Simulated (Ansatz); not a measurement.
Start from `NCCO` and change one atom or group to get `CCCO`.

Ansatz, PBE0-D4/def2-TZVP geometries, multiplicity 1. Each molecule was computed in one conformer, which needn't be the lowest.

```csv
property,`NCCO`
HOMO–LUMO gap (PBE0/def2-TZVPP) / eV,7.77
size of the dipole moment (B3LYP/def2-TZVPP) / D,0.87
LUMO energy (PBE0/def2-TZVPP) / eV,1.01
LUMO energy (B3LYP/def2-TZVPP) / eV,0.62
HOMO energy (PBE/def2-TZVPP) / eV,-5.25
HOMO–LUMO gap (PBE/def2-TZVPP) / eV,5.39
```

What does the change do to each property? (Estimate.)

Computed: 
```json
{"property": "HOMO–LUMO gap (PBE0/def2-TZVPP) / eV", "`CCCO`": "8.86", "shift": "1.09"}
{"property": "size of the dipole moment (B3LYP/def2-TZVPP) / D", "`CCCO`": "1.68", "shift": "0.81"}
{"property": "LUMO energy (PBE0/def2-TZVPP) / eV", "`CCCO`": "1.09", "shift": "0.08"}
{"property": "LUMO energy (B3LYP/def2-TZVPP) / eV", "`CCCO`": "0.72", "shift": "0.10"}
{"property": "HOMO energy (PBE/def2-TZVPP) / eV", "`CCCO`": "-6.11", "shift": "-0.86"}
{"property": "HOMO–LUMO gap (PBE/def2-TZVPP) / eV", "`CCCO`": "6.36", "shift": "0.97"}
```

With PBE0 the HOMO falls by 1.02 eV and the LUMO rises by 0.08 eV, so the gap widens by about 1.10 eV. PBE moves the HOMO by -0.86 eV and ωB97M-V by -1.04 eV. The zero-point energy changes by 27.2 kJ/mol with +3 modes. Dipoles are sizes alone; their direction can turn.

B3LYP here is the variant with VWN-RPA as its local correlation; programs differ in this.
